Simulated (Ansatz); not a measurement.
**AlH5O (built from SMILES [H][H].[OH][AlH2]): functionals against CCSD(T) at one geometry**

Aim: energy, forces and dipole at a displaced guess of a reacting structure, from CCSD(T) and from density functionals.

Method: single points in def2-TZVPP; program: Ansatz 0.2.0, Gaussian basis.

Correlated methods freeze the cores.

## 1. Where the work starts

7 atoms, charge 0, spin multiplicity 1.

Atoms are counted from 1 here; the program's logs count them from 0.

Bond lengths: Al1–O2 2.142 Å, Al1–H4 1.329 Å, O2–H5 1.222 Å, O2–H7 0.839 Å. Angles: O2–Al1–H4 144.3°, Al1–O2–H5 65.2°, Al1–O2–H7 137.5°, H5–O2–H7 115.2°.

Geometry (Å):

```
Al   -0.79380   -0.29710   -0.23700
O     1.11990    0.66480   -0.25120
H    -0.52030   -1.86410   -0.89620
H    -2.10500   -0.09000   -0.16970
H     0.51510    0.74310    0.80800
H    -0.01700    0.28830    1.41440
H     1.92570    0.44080   -0.18610
```

## 2. CCSD(T)/def2-TZVPP

File run/in.yaml:

```yaml
crystal:
  periodic: [false, false, false]
  atoms:
    - {symbol: Al, position_ang: [-0.793800, -0.297100, -0.237000]}
    - {symbol: O, position_ang: [1.119900, 0.664800, -0.251200]}
    - {symbol: H, position_ang: [-0.520300, -1.864100, -0.896200]}
    - {symbol: H, position_ang: [-2.105000, -0.090000, -0.169700]}
    - {symbol: H, position_ang: [0.515100, 0.743100, 0.808000]}
    - {symbol: H, position_ang: [-0.017000, 0.288300, 1.414400]}
    - {symbol: H, position_ang: [1.925700, 0.440800, -0.186100]}
basis:
  gaussian: {orbitals: def2-TZVPP}
correlation: {method: ccsd_t}
output: {forces: true}
```

No record of the launch command was kept for these runs.

## 3. PBE0-D4/def2-TZVPP

Edit run/in.yaml of step 2 so:

```diff
@@ -12,3 +12,3 @@
   gaussian: {orbitals: def2-TZVPP}
-correlation: {method: ccsd_t}
-output: {forces: true}
+hamiltonian: {xc: pbe0, dispersion: d4}
+output: {forces: true, orbitals: {seedname: orbitals}}
```

## 4. wB97M-V/def2-TZVPP

Edit run/in.yaml of step 3 so:

```diff
@@ -12,3 +12,3 @@
   gaussian: {orbitals: def2-TZVPP}
-hamiltonian: {xc: pbe0, dispersion: d4}
-output: {forces: true, orbitals: {seedname: orbitals}}
+hamiltonian: {xc: {name: wB97M-V}}
+output: {forces: true}
```

## 5. r2SCAN-D4/def2-TZVPP

Edit run/in.yaml of step 4 so:

```diff
@@ -12,3 +12,3 @@
   gaussian: {orbitals: def2-TZVPP}
-hamiltonian: {xc: {name: wB97M-V}}
+hamiltonian: {xc: r2scan, dispersion: d4}
 output: {forces: true}
```

## 6. PBE-D4/def2-TZVPP

Edit run/in.yaml of step 5 so:

```diff
@@ -12,3 +12,3 @@
   gaussian: {orbitals: def2-TZVPP}
-hamiltonian: {xc: r2scan, dispersion: d4}
+hamiltonian: {xc: pbe, dispersion: d4}
 output: {forces: true}
```

## 7. LC-wPBE/def2-TZVPP

Edit run/in.yaml of step 6 so:

```diff
@@ -12,3 +12,3 @@
   gaussian: {orbitals: def2-TZVPP}
-hamiltonian: {xc: pbe, dispersion: d4}
+hamiltonian: {xc: {name: LC-wPBE}}
 output: {forces: true}
```

## 8. revPBE-D4/def2-TZVPP

Edit run/in.yaml of step 7 so:

```diff
@@ -12,3 +12,3 @@
   gaussian: {orbitals: def2-TZVPP}
-hamiltonian: {xc: {name: LC-wPBE}}
+hamiltonian: {xc: {name: revPBE}, dispersion: d4}
 output: {forces: true}
```

(Steps that only read results are left out.)

What does the calculation give? Wanted: energy less free atoms, CCSD(T)/def2-TZVPP; RMS force component; RMS force error; HOMO and LUMO, PBE0-D4; T1 diagnostic.

As calculated:

```
                                  quantity                                                                                             value
energy less free atoms, CCSD(T)/def2-TZVPP                                                                                   -385.0 kcal/mol
                       RMS force component                                                              3.955 to 4.050 eV/Å over the methods
                           RMS force error  PBE0-D4 0.064, wB97M-V 0.087, r2SCAN-D4 0.048, PBE-D4 0.152, LC-wPBE 0.062, revPBE-D4 0.173 eV/Å
                    HOMO and LUMO, PBE0-D4                                                                                -7.82 and -1.38 eV
                             T1 diagnostic                                                                                             0.012
```

What this shows: Against CCSD(T) the functionals' energies less atoms differ by -11.3 to +0.6 kcal/mol, PBE-D4 by -7.9 kcal/mol. A larger basis would deepen the CCSD(T) value, while the functionals are nearly converged already, so the order here is not reliable. On forces the order runs from r2SCAN-D4 to revPBE-D4. Frozen-core CCSD(T) forces in triple zeta carry basis errors of their own, and this is one geometry, so small gaps rank nothing.
